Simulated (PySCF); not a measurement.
**Löwdin shares of the frontier orbitals**

3-pyrroline, C4H7N.
Structure used (PBE0-D3(BJ)/def2-SVP), in Å, numbered top down from 1:
```
atom  x, y, z in Å
C1    -0.8043    0.7282   -0.5742
C2     0.4839    1.0449   -0.4277
C3     1.2182   -0.0991    0.2254
N4     0.1699   -1.0086    0.6903
C5    -1.0532   -0.6574   -0.0331
H6    -1.5648    1.3388   -1.0660
H7     0.9652    1.9606   -0.7783
H8     1.8742    0.2107    1.0561
H9     1.8798   -0.5939   -0.5149
H10    0.0140   -0.8323    1.6783
H11   -1.2411   -1.3607   -0.8700
H12   -1.9376   -0.7260    0.6224
```

Method used: TDDFT PBE0/def2-SVPD, vertical, gas phase, core orbitals frozen in the response (PySCF 2.14.0, density-fitted response routines).

Kohn–Sham orbitals with the atoms that hold most of them (Löwdin shares over 4%, at most four atoms; ? is withheld):

```tsv
orbital	ε (eV)	atoms
HOMO-3	-10.70	C2 17%, C1 17%, N4 15%, C3 15%
HOMO-2	-9.97	C3 18%, C5 18%, C1 18%, C2 18%
HOMO-1	-7.20	C1 30%, C2 30%, N4 16%, C3 7%
HOMO	-6.55	?
LUMO	0.40	?
LUMO+1	0.79	C5 13%, C3 13%, H10 13%, C2 11%
LUMO+2	1.61	C5 13%, C3 13%, H12 12%, H8 12%
```

Problem. Give the leading atoms of the LUMO.

Solution. C2 (bonded to 2 C and H) 34%; C1 (bonded to 2 C and H) 34%; C5 (bonded to C, N and 2 H) 6%; C3 (bonded to C, N and 2 H) 6%.

Problem. Give the leading atoms of the HOMO.

Solution. N4 (bonded to 2 C and H) 48%; C3 (bonded to C, N and 2 H) 10%; C5 (bonded to C, N and 2 H) 10%; C1 (bonded to 2 C and H) 7%. By element: nitrogen 48%, carbon 26% or more.

Problem. How does S1 compare with the orbital gap of 6.95 eV?

Solution. S1 is at 5.64 eV (f = 0.015), 1.31 eV below the gap, made of HOMO→LUMO (93%). Without the coupling terms of the response equations the lowest excitation would equal the gap.

Problem. Give energy, strength and leading configuration of S1, S2 and S3, and follow the Löwdin shares of the leading atoms from the occupied to the empty orbital.

Solution. 
- S1 (5.64 eV, f 0.015), HOMO→LUMO (93%): N4 48% → at most 6%, C3 10% → 6%, C2 at most 7% → 34%, C1 7% → 34%
- S2 (6.02 eV, f 0.0063), HOMO→LUMO+1 (95%): N4 48% → at most 11%, C3 10% → 13%, C5 10% → 13%
- S3 (6.72 eV, f 0.0026), HOMO-1→LUMO+1 (93%): C1 30% → at most 11%, C2 30% → 11%, C5 at most 7% → 13%, C3 7% → 13%

Löwdin shares depend on the basis, the more so with diffuse functions.

One conformer stands for the species.
